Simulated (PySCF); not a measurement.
# Which basis set comes closest?

Molecule: Propanamide (C(CC)(N)=O, C3H7NO).

Geometry:
```
atom   x (Å)   y (Å)   z (Å)
  C1  -1.684  -0.131  -0.182
  C2  -0.226  -0.541  -0.196
  C3   0.695   0.574   0.274
  N4   2.023   0.326   0.109
  O5   0.283   1.602   0.770
  H6  -1.865   0.707  -0.870
  H7  -1.979   0.209   0.820
  H8  -2.333  -0.968  -0.477
  H9   0.091  -0.864  -1.203
 H10  -0.057  -1.410   0.465
 H11   2.367  -0.527  -0.305
 H12   2.685   1.022   0.426
```

Geometry PBE0-D3(BJ)/def2-SVP throughout; GIAO in PySCF, gas phase, one conformer, non-relativistic; equivalent atoms averaged; functional PBE0.

Reference values (measured; solution, not stated per compound (mostly CDCl3 or CCl4); Pretsch, Buehlmann, Badertscher, Structure Determination of Organic Compounds, 4th ed. (2009)): δ(C2) = 29.0 ppm, δ(C1) = 9.7 ppm, δ(H9/H10) = 2.23 ppm, δ(H6/H7/H8) = 1.13 ppm. Computed shifts are taken against TMS, calculated as an isolated molecule at each level.

Q: How do the basis sets STO-3G, 6-31G, pcSseg-0, 6-31G*, def2-SVP, cc-pVDZ, pcSseg-1, 6-311+G(2d,p), aug-cc-pVDZ, def2-TZVP, IGLO-III, cc-pVTZ, pcSseg-2 perform against the reference? Times are CPU seconds on shared hosts with different chips, so compare them loosely.

A: 
```csv
basis set,functions,C2,C1,H9/H10,H6/H7/H8,mean abs. error C,mean abs. error H,core-s
STO-3G,32,28.8,17.8,1.53,1.02,4.2,0.40,2.2
6-31G,59,28.1,10.1,2.07,1.12,0.6,0.08,4.2
pcSseg-0,59,29.8,11.1,2.17,1.24,1.1,0.09,3.7
6-31G*,84,26.5,9.9,1.90,1.00,1.4,0.23,5.4
def2-SVP,105,26.3,9.2,1.71,0.86,1.6,0.39,6.7
cc-pVDZ,105,28.6,10.6,1.76,0.91,0.6,0.34,6.9
pcSseg-1,120,28.3,9.6,1.86,1.06,0.4,0.22,9.8
"6-311+G(2d,p)",177,28.4,8.6,2.11,1.00,0.9,0.12,14
aug-cc-pVDZ,178,28.6,9.6,2.17,1.08,0.2,0.05,14
def2-TZVP,197,29.1,9.4,2.07,0.99,0.2,0.15,17
IGLO-III,245,29.6,9.3,2.14,1.03,0.5,0.09,21
cc-pVTZ,248,28.4,9.2,2.06,1.00,0.6,0.15,21
pcSseg-2,278,29.8,9.7,2.10,1.03,0.4,0.11,23
```

For ¹³C the closest is def2-TZVP (0.2 ppm, with aug-cc-pVDZ, pcSseg-1, pcSseg-2, IGLO-III practically level) and the furthest STO-3G (4.2 ppm).

For ¹H the closest is aug-cc-pVDZ (0.05 ppm) and the furthest STO-3G (0.40 ppm). Where a smaller basis beats a larger one, errors probably cancel; the largest sets show where the functional converges. One molecule is a small sample, and vibrational and solvent effects are absent from the calculation.

A small basis that lands close on one nucleus may do so by chance; judge by the trend and by all nuclei.
